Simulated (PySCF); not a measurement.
## Spin-orbit coupling and the first ionisation energy along the alkaline earths

Two-component X2C-1e calculated with PySCF 2.14: MP2 on generalised Hartree-Fock spinors (GMP2), with spin-orbit coupling off and on (screened by Boettger's factors); no Breit or QED terms. Values in eV; the references (NIST) lie between the lowest levels. Elements whose determinants are no pure J levels are left out.

```json
{"element": "Mg (x2c-TZVPall-2c with one added diffuse shell each of s, p, d type, [Ne] frozen)", "configurations": "[Ne] 3s2 → [Ne] 3s1", "spin-free": "7.215", "with spin-orbit": "7.215", "shift": "0.000", "reference": "7.646"}
{"element": "Ca (x2c-TZVPall-2c with one added diffuse shell each of s, p, d type, [Ne] frozen)", "configurations": "[Ar] 4s2 → [Ar] 4s1", "spin-free": "5.887", "with spin-orbit": "5.887", "shift": "0.000", "reference": "6.113"}
{"element": "Sr (x2c-TZVPall-2c with one added diffuse shell each of s, p, d type, [Ar] 3d10 frozen)", "configurations": "[Kr] 5s2 → [Kr] 5s1", "spin-free": "5.528", "with spin-orbit": "5.528", "shift": "0.000", "reference": "5.695"}
{"element": "Ba (x2c-TZVPall-2c with one added diffuse shell each of s, p, d type, [Kr] 4d10 frozen)", "configurations": "[Xe] 6s2 → [Xe] 6s1", "spin-free": "5.029", "with spin-orbit": "5.029", "shift": "0.000", "reference": "5.212"}
```

What remains against the references is mostly the basis and correlation beyond MP2.
